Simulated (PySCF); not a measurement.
Screening by computed properties: pick the candidate that meets the target.

All species are isolated and taken at one optimised geometry, non-relativistic unless stated; the electronic structure was computed with PySCF and density fitting.

The conformers computed, where there is a choice (atom-mapped SMILES and torsion angles):
- `[CH2:1]=[CH:2][C:3](=[CH2:4])[CH2:5][C:6]([NH2:7])=[O:8]`: C1–C2–C3–C4 -174°, C2–C3–C5–C6 -69°, C3–C5–C6–N7 -48°, H–N7–C6–C5 7°, H–N7–C6–C5 178°
- `[F:1][C:2]([F:3])([F:4])/[P:5]=[P:6]\[C:7]([F:8])([F:9])[F:10]`: F1–C2–P5–P6 41°, P5–P6–C7–F8 -83°
- `[N:1]#[C:2][CH2:3][Si@@H:4]([Cl:5])[CH2:6][CH2:7][Cl:8]`: C2–C3–Si4–Cl5 -174°, C3–Si4–C6–C7 -23°, Si4–C6–C7–Cl8 -56°
- `[CH2:1]=[CH:2]/[CH:3]=[CH:4]/[NH:5][C:6]([CH3:7])=[O:8]`: C1–C2–C3–C4 180°, C3–C4–N5–C6 180°, C4–N5–C6–C7 -179°
- `[CH3:1][C:2]#[C:3][C@H:4]([CH3:5])[NH:6][CH:7]=[O:8]`: C3–C4–N6–C7 -126°, C4–N6–C7–O8 0°

The conformers of `NC(=O)C1CC=CC1`, `C#CP1CCSCC1` and `C=CC1=C[P@@H](=S)CC1` aren't listed.

**Question.** Wanted: HOMO–LUMO gap below 7.6 eV (CAM-B3LYP/def2-SVPD) and lowest triplet excitation (Tamm–Dancoff) below 2.5 eV (TDA CAM-B3LYP/def2-SVPD), at GFN2-xTB geometries. Which candidate meets both?
A. `N#CC[Si@@H](Cl)CCCl`
B. `FC(F)(F)/P=P\C(F)(F)F`
C. `C=CC(=C)CC(N)=O`
D. `C=C/C=C/NC(C)=O`
E. `C#CP1CCSCC1`
F. `F[C]Cl` [singlet]
G. `NC(=O)C1CC=CC1`

**Answer.** B. Computed values:
```
              species  HOMO–LUMO gap  lowest triplet excitation (Tamm–Dancoff)
FC(F)(F)/P=P\C(F)(F)F        7.01 eV                                   1.99 eV
      C=C/C=C/NC(C)=O        7.47 eV                                   2.98 eV
     F[C]Cl [singlet]        7.64 eV                                   1.34 eV
      C=CC(=C)CC(N)=O        8.20 eV                                   3.31 eV
          C#CP1CCSCC1        8.60 eV                                   4.80 eV
       NC(=O)C1CC=CC1        9.63 eV                                   4.38 eV
  N#CC[Si@@H](Cl)CCCl       10.86 eV                                   6.38 eV
```

**Question.** Wanted: lowest singlet excitation above 7 eV (TDDFT CAM-B3LYP/def2-SVPD) and HOMO energy below -9 eV (CAM-B3LYP/def2-SVPD), at GFN2-xTB geometries. Which candidate meets both?
A. `CC#C[C@H](C)NC=O`
B. `F[C]Cl` [singlet]
C. `C=CC1=C[P@@H](=S)CC1`
D. `C=C/C=C/NC(C)=O`
E. `FC(F)(F)/P=P\C(F)(F)F`
F. `O=C(C1CC=CC1)N`
G. `C([Si@@H](CC#N)Cl)CCl`

**Answer.** G. Computed values:
```csv
species,lowest singlet excitation,HOMO energy
F[C]Cl [singlet],3.08 eV,-9.36 eV
FC(F)(F)/P=P\C(F)(F)F,3.60 eV,-9.91 eV
C=CC1=C[P@@H](=S)CC1,4.52 eV,-7.73 eV
C=C/C=C/NC(C)=O,5.13 eV,-7.33 eV
O=C(C1CC=CC1)N,5.63 eV,-8.56 eV
CC#C[C@H](C)NC=O,5.82 eV,-8.69 eV
C([Si@@H](CC#N)Cl)CCl,7.42 eV,-10.04 eV
```

**Question.** Wanted: dipole moment between 2 D and 4 D (CAM-B3LYP/def2-SVPD) and smallest rotational constant above 0.8 GHz (GFN2-xTB), at GFN2-xTB geometries. Which candidate meets both?
A. `FC(F)(F)/P=P\C(F)(F)F`
B. `N#CC[Si@@H](Cl)CCCl`
C. `F[C]Cl` [singlet]
D. `NC(=O)CC(C=C)=C`
E. `CC#C[C@H](C)NC=O`

**Answer.** D. Computed values:
```
              species  dipole moment  smallest rotational constant
     F[C]Cl [singlet]         1.30 D                     6.048 GHz
FC(F)(F)/P=P\C(F)(F)F         1.96 D                     0.615 GHz
  N#CC[Si@@H](Cl)CCCl         2.13 D                     0.694 GHz
      NC(=O)CC(C=C)=C         3.75 D                     1.309 GHz
     CC#C[C@H](C)NC=O         4.30 D                     0.861 GHz
```

**Question.** Wanted: static isotropic polarisability above 83 au (CAM-B3LYP/def2-SVPD) and electronic spatial extent ⟨r²⟩ about the centre of nuclear charge above 1500 bohr² (CAM-B3LYP/def2-SVPD), at GFN2-xTB geometries. Which candidate meets both?
A. `F[C]Cl` [singlet]
B. `CC#C[C@H](C)NC=O`
C. `FC(F)(F)/P=P\C(F)(F)F`
D. `N#CC[Si@@H](Cl)CCCl`

**Answer.** D. Computed values:
| species | static isotropic polarisability | electronic spatial extent ⟨r²⟩ about the centre of nuclear charge |
| --- | --- | --- |
| F[C]Cl [singlet] | 28.6 au | 197 bohr² |
| FC(F)(F)/P=P\C(F)(F)F | 81.5 au | 1711 bohr² |
| CC#C[C@H](C)NC=O | 83.9 au | 1367 bohr² |
| N#CC[Si@@H](Cl)CCCl | 99.6 au | 1693 bohr² |
